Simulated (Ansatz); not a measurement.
Relaxation of CH₇NSi (10 atoms, charge 0, multiplicity 1), to a largest force component of 0.02 eV/Å in at most 40 steps.

All numbers below come from RKS r2SCAN-D4/STO-3G in Ansatz.

```xyz
10
Properties=species:S:1:pos:R:3:forces:R:3
Si 0.000 0.000 0.000 0.26 -0.35 2.58
N 0.000 0.000 1.820 0.20 -0.18 -1.92
H -0.877 -0.271 2.350 1.63 0.50 -0.30
H 0.877 0.271 2.350 -1.65 -0.50 -0.29
H 1.377 0.000 -0.486 -0.24 -0.01 0.26
C -0.881 1.526 -0.623 -0.20 0.20 -0.32
H -1.933 1.272 -0.867 0.52 0.45 0.07
H -0.862 2.311 0.162 -0.11 -0.30 -0.58
H -0.370 1.903 -1.534 -0.49 0.01 0.45
H -0.688 -1.191 -0.486 0.08 0.18 0.06
```

Q: Where does it end, and by what steps?

A: The run converged. The force dipped under the threshold on the way, but the program's further checks kept it going. Limits of this set-up: minimal basis. After 12 steps the energy has fallen by 0.493 eV; H7 moved furthest, 0.62 Å.

```tsv
step	energy less start (eV)	largest force component (eV/Å)	accepted
0	0.0000	2.579	yes
1	-0.2675	1.401	yes
2	-0.3327	0.667	yes
3	-0.3816	0.885	yes
4	-0.4183	1.799	yes
5	-0.4808	0.361	yes
6	-0.4795	0.224	no
7	-0.4801	0.267	no
8	-0.4895	0.069	yes
9	-0.4923	0.018	yes
10	-0.4925	0.139	yes
11	-0.4933	0.028	yes
12	-0.4933	0.006	yes
```

```xyz
10
Properties=species:S:1:pos:R:3
Si 0.085 -0.028 0.030
N 0.059 -0.311 1.794
H -0.949 -0.320 2.101
H 0.423 0.561 2.262
H 1.473 0.092 -0.361
C -0.838 1.510 -0.541
H -1.902 1.463 -0.283
H -0.427 2.421 -0.091
H -0.768 1.620 -1.629
H -0.512 -1.188 -0.595
```

Whether the end is a true minimum wasn't checked by a vibrational analysis.

Time of the run: 26 s on 1 thread of Arm Neoverse V2, on a shared host, peak memory 0.13 GiB.
